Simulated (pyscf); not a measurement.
F–GeH₂• + water (H₂O) → HO–GeH₂• + hydrogen fluoride (HF), a four-centre exchange (doublet surface; F–Ge, H–O broken, Ge–O, F–H formed). Optimised with ωB97X-D3(BJ)/def2-SVP in PySCF. MP2 and CC: frozen core, UHF for open shells. ΔMP2 is the change of the MP2 total energy from the triple- to the quadruple-zeta basis. Energies in kcal/mol from the separated reactants.

AM1 to PM7: differences of heats of formation from MOPAC. Open shells are spin-unrestricted. 

Problem. Quick AM1 single points give ΔE‡ = 37.2 kcal/mol and ΔE = -3.4 kcal/mol. What does CCSD(T)/def2-TZVPP + ΔMP2(QZVPP) give, and how far is the quick result from it?

Solution. CCSD(T)/def2-TZVPP + ΔMP2(QZVPP) gives ΔE‡ = 16.4 kcal/mol and ΔE = +6.1 kcal/mol. AM1 lies 20.8 kcal/mol over it in the barrier and 9.5 kcal/mol under it in the reaction energy, so on this step it does not hold to within 3.0 kcal/mol. CCSD(T)/def2-TZVPP + ΔMP2(QZVPP) has limits of its own. On the reactant side the descent ends in a complex, 5.1 kcal/mol under the separated species and 18.8 kcal/mol under the saddle at ωB97X-D3(BJ)/def2-TZVP. On the product side the descent ends in a bound adduct, 9.1 kcal/mol under the separated species and 15.7 kcal/mol under the saddle at ωB97X-D3(BJ)/def2-TZVP. At ωB97X-D3(BJ) the barrier from the zero used here is 13.7 kcal/mol. One saddle was located; it need not be the lowest between these sides. The CCSD(T) − MP2 part came from Ansatz, without density fitting, on the same reference. The frozen core leaves the outer d or s,p core shells of the metals and heavy elements correlated in the MP2 and CC values, and def2-TZVPP describes them poorly, which can shift differences by a few kcal/mol. In the def2 sets elements up to Kr have no core potential.
